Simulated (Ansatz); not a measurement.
BH2Cl (SMILES [H]B([H])Cl): methods side by side

The species is BH2Cl (4 atoms), meant as a singlet with charge 0. SMILES: `[H]B([H])Cl`. Geometry: relaxed at GFN2-xTB.

Quantity: the vertical ionisation energy (to the doublet cation), in eV. The values are calculated.

```json
{"level": "BLYP/STO-3G", "kind": "GGA", "program": "Ansatz", "value (eV)": "10.38", "less FCI/STO-3G": "+0.33"}
{"level": "B3LYP/STO-3G", "kind": "global hybrid", "program": "Ansatz", "value (eV)": "10.79", "less FCI/STO-3G": "+0.74"}
{"level": "BHLYP/STO-3G", "kind": "global hybrid", "program": "Ansatz", "value (eV)": "10.91", "less FCI/STO-3G": "+0.86"}
{"level": "r2SCAN0/STO-3G", "kind": "hybrid meta-GGA", "program": "Ansatz", "value (eV)": "10.89", "less FCI/STO-3G": "+0.84"}
{"level": "HSE06/STO-3G", "kind": "range-separated hybrid", "program": "Ansatz", "value (eV)": "10.80", "less FCI/STO-3G": "+0.75"}
{"level": "B2PLYP/STO-3G", "kind": "double hybrid", "program": "Ansatz", "value (eV)": "10.60", "less FCI/STO-3G": "+0.55"}
{"level": "CCSD(T)/STO-3G", "kind": "coupled cluster or CI", "program": "Ansatz", "value (eV)": "10.06", "less FCI/STO-3G": "+0.01"}
{"level": "CCSD/STO-3G", "kind": "coupled cluster or CI", "program": "Ansatz", "value (eV)": "10.06", "less FCI/STO-3G": "+0.01"}
{"level": "FCI/STO-3G", "kind": "exact in the basis", "program": "Ansatz", "value (eV)": "10.05", "less FCI/STO-3G": "0.00"}
```

FCI/STO-3G is exact within its basis and frozen core, so for wave-function methods in that basis the difference is their error; functionals converge differently with the basis, so for them it is only a difference. The values span 10.05 to 10.91 eV. All rows use very small basis sets, so even the best lies far from the true value.
